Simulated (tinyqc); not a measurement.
Inside a calculation. Method: coupled-perturbed Hartree-Fock on RHF in the sto-3g basis, for BH3, spin multiplicity 1. One step of it, computed by the program tinyqc.

Problem. Response to a field: uncoupled start. Field along y; U_ai = -mu_ai / (e_a - e_i), alpha = -4 sum U_ai mu_ai.

orbital energies (hartree): MO1 -7.415141, MO2 -0.671136, MO3 -0.466993, MO4 -0.466980, MO5 0.238294, MO6 0.709368, MO7 0.764993, MO8 0.765058

dipole integrals <a|y|i> (bohr):
```
,i1,i2,i3,i4
a5,0.000000,0.000000,-0.009532,0.000000
a6,0.000000,0.000000,-0.701961,0.000000
a7,0.000000,0.000000,0.721992,0.000000
a8,0.107968,-0.217037,0.000000,0.716406
```

Give: uncoupled U; uncoupled polarisability.

Solution.

uncoupled U:
```
,i1,i2,i3,i4
a5,0.000,0.000,0.014,0.000
a6,0.000,0.000,0.597,0.000
a7,0.000,0.000,-0.586,0.000
a8,-0.013,0.151,0.000,-0.581
```

uncoupled polarisability = 5.172 bohr^3
